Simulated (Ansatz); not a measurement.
C4H5F can be A, `CCC#CF`, or B, `CC1=CC1F`.

Calculated with Ansatz (gas phase, PBE0-D4/def2-TZVP geometries, no zero-point term in ΔE). CBS: MP2 limit from def2 TZ/QZ plus the TZ coupled-cluster correction, frozen cores. DFT in def2-TZVPP. B3LYP here is the variant with VWN-RPA as its local correlation; programs differ in this.

Which isomer does CCSD(T)/CBS put lower? Give the gap. (Best estimate.)

The calculation gave: B, by 27.2 kJ/mol.

Give E(B) − E(A) in kJ/mol with ωB97M-V, LDA (SPW92), B3LYP-D4, MP2/def2-TZVPP, B2PLYP, B3LYP, BLYP-D4. (An estimate is asked.)

The calculation gave: ωB97M-V -33.8, LDA (SPW92) -48.5, B3LYP-D4 -27.8, MP2/def2-TZVPP -26.0, B2PLYP -23.8, B3LYP -26.3, BLYP-D4 -24.3. None reverses the order clearly.

Does the order hold for the free energy at 298.15 K (harmonic terms from PBE0-D4)? (Best estimate.)

Computed: Yes: G(B) − G(A) = -28.0 kJ/mol.

Largest T1 diagnostic: 0.011.

From BLYP to BHLYP (50 % exact exchange), in def2-TZVPP and without D4, E(B) − E(A) moves by −5.7 kJ/mol. Leaving LDA and LC-ωPBE aside and taking each functional with its dispersion term where it has one, the values, not all of them listed here, spread over 20.0 kJ/mol, from r2SCAN0-D4 to B2PLYP. LDA lies −8.2 kJ/mol from PBE without D4.
